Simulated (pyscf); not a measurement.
PySCF, gas phase, ωB97X-D3(BJ)/def2-SVP geometries.

Problem. For the elementary gas-phase step H₂S + Cl–GeH₃ -> HS–GeH₃ + hydrogen chloride (HCl) (singlet surface; H–S, Cl–Ge broken, Ge–S, Cl–H formed), what barrier and reaction energy does PBE0-D3(BJ)/def2-TZVP give, measured from the separated reactants?

Solution. ΔE‡ = 28.7 kcal/mol, ΔE = +6.3 kcal/mol. CCSD(T)/def2-TZVPP + ΔMP2(QZVPP) gives 35.1 kcal/mol and +6.3 kcal/mol. Zero-point energy shifts the barrier by +0.7 kcal/mol. It is a four-centre exchange, with an imaginary mode of 361i cm⁻¹. On the product side the descent ends in a complex, 4.9 kcal/mol under the separated species and 29.9 kcal/mol under the saddle at ωB97X-D3(BJ)/def2-TZVP. At ωB97X-D3(BJ) the barrier from the zero used here is 31.4 kcal/mol. One saddle was located; it need not be the lowest between these sides. The CCSD(T) − MP2 part came from Ansatz, without density fitting, on the same reference. The frozen core leaves the outer d or s,p core shells of the metals and heavy elements correlated in the MP2 and CC values, and def2-TZVPP describes them poorly, which can shift differences by a few kcal/mol. Elements up to Kr have no core potential and no relativistic terms here.
